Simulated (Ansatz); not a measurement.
# BH2O (SMILES B[O]) at UBHLYP/def2-TZVPPD

Aim: the energy change on altering one bond length of BH2O at UBHLYP/def2-TZVPPD, from 2 runs. 

The results are computed with Ansatz 0.2.0.

30 further runs of the same task are left out: 30 set aside as unsound or not needed.

## (1) The molecule

BH2O has 4 atoms, charge 0, and is taken as a doublet. SMILES: `B[O]`. The coordinates come from a PBE0-D4/def2-TZVP relaxation.

Bond lengths: B1–O2 1.281 Å, B1–H3 1.211 Å, B1–H4 1.211 Å. Angles: O2–B1–H3 119.9°, O2–B1–H4 119.9°, H3–B1–H4 120.2°.

## (2) The energy at UBHLYP/def2-TZVPPD

Contents of job.yaml:

```yaml
crystal:
  periodic: [false, false, false]
  atoms:
    - {symbol: B, position_ang: [-0.001100, -0.010300, -0.015100]}
    - {symbol: O, position_ang: [1.025300, -0.340800, 0.676900]}
    - {symbol: H, position_ang: [-1.052600, -0.587700, 0.151600]}
    - {symbol: H, position_ang: [0.083900, 0.878500, -0.833600]}
basis:
  gaussian:
    orbitals: def2-TZVPPD.json
magnetization:
  spin_polarized: true
  initial_magnetization: 1
hamiltonian:
  xc: {name: BHLYP}
accuracy: high
output:
  orbitals: {seedname: orbitals}
```

The basis set def2-TZVPPD is read from a file made from the Basis Set Exchange's data (not shown).

Launch:

```
$ ansatz run job.yaml --threads 1 --pin off --max-ram 3480MiB --events-out events.jsonl --progress --plain --runs-dir runs
```

Standard output:

```text
Warning: RAYON_NUM_THREADS=1 ignored (pool sized by the plan → 1); use --threads N
Functional definition: BHLYP
  name "BHLYP"
  parameter a = 0.5
  exchange = (1 - a)*b88_x + a*exact_x
  correlation = lyp_c
1707 factors; integrals over basis functions are off by at most 3.6e-9 eV
mean field evaluation 1: about -2750.6299 eV, gradient 3.1e1 eV
mean field evaluation 2: about -2744.5669 eV, gradient 5.1e1 eV
mean field evaluation 4: about -2754.7434 eV, gradient 2.2e0 eV
mean field evaluation 8: about -2754.8141 eV, gradient 7.1e-2 eV
mean field evaluation 16: about -2754.8142 eV, gradient 2.2e-5 eV
mean field -2754.81418736 eV, -101.2375541055 hartree, gradient 4.7e-8 eV, S^2 0.761764; 0 other end points of the search recorded, 0 dependent functions left out
reference -2754.81421074 eV, -101.2375549647 hartree; 8, 7 occupied and 103, 104 virtual orbitals, 1707 factors
Total energy: -2754.81421074 eV, -101.2375549647 hartree
```

It took 5.7 s on 1 thread of Arm Neoverse V2, shared host; peak memory 0.29 GiB.

## (3) The distorted shape

Contents of job.yaml:

```yaml
crystal:
  periodic: [false, false, false]
  atoms:
    - {symbol: B, position_ang: [0.524656, 0.278404, -0.098451]}
    - {symbol: O, position_ang: [1.551056, -0.052096, 0.593549]}
    - {symbol: H, position_ang: [-1.052600, -0.587700, 0.151600]}
    - {symbol: H, position_ang: [0.609656, 1.167204, -0.916951]}
basis:
  gaussian:
    orbitals: def2-TZVPPD.json
output: {orbitals: {seedname: orbitals}}
hamiltonian:
  xc: {name: BHLYP}
accuracy: high
magnetization:
  spin_polarized: true
  initial_magnetization: 1
```

The basis set def2-TZVPPD is read from a file made from the Basis Set Exchange's data (not shown).

Launch:

```
$ ansatz run job.yaml --threads 1 --pin off --max-ram 3480MiB --events-out events.jsonl --progress --plain --runs-dir runs
```

Standard output:

```text
Warning: RAYON_NUM_THREADS=1 ignored (pool sized by the plan → 1); use --threads N
[... 5 set-up lines as earlier in the session ...]
1709 factors; integrals over basis functions are off by at most 3.5e-9 eV
mean field evaluation 1: about -2746.8670 eV, gradient 3.8e1 eV
mean field evaluation 2: about -2723.4612 eV, gradient 8.2e1 eV
mean field evaluation 4: about -2753.0292 eV, gradient 3.0e0 eV
mean field evaluation 8: about -2753.1582 eV, gradient 3.2e-1 eV
mean field evaluation 16: about -2753.1604 eV, gradient 5.8e-4 eV
mean field -2753.16036117 eV, -101.1767771140 hartree, gradient 4.8e-8 eV, S^2 0.822339; 0 other end points of the search recorded, 0 dependent functions left out
reference -2753.16038522 eV, -101.1767779976 hartree; 8, 7 occupied and 103, 104 virtual orbitals, 1709 factors
Total energy: -2753.16038522 eV, -101.1767779976 hartree
```

Wall time 5.7 s (1 thread of Arm Neoverse V2, shared host); peak memory 0.29 GiB.

## (4) What came out

At UBHLYP/def2-TZVPPD:

```
                                                         quantity          value
                                        first shape: total energy  -101.23755 Eh
                  first shape: HOMO energy (highest over α and β)      -10.85 eV
                   first shape: LUMO energy (lowest over α and β)       -2.91 eV
                                                first shape: ⟨S²⟩          0.762
                                    distorted shape: total energy  -101.17678 Eh
              distorted shape: HOMO energy (highest over α and β)      -10.56 eV
               distorted shape: LUMO energy (lowest over α and β)       -3.52 eV
                                            distorted shape: ⟨S²⟩          0.822
energy change with the B1–H3 bond stretched from 1.211 to 1.817 Å       1.654 eV
```

**Reading.** With the B1–H3 bond stretched from 1.211 to 1.817 Å the energy rises by 1.65 eV (38 kcal/mol). The first shape isn't relaxed at this level, so the change isn't measured from a minimum.
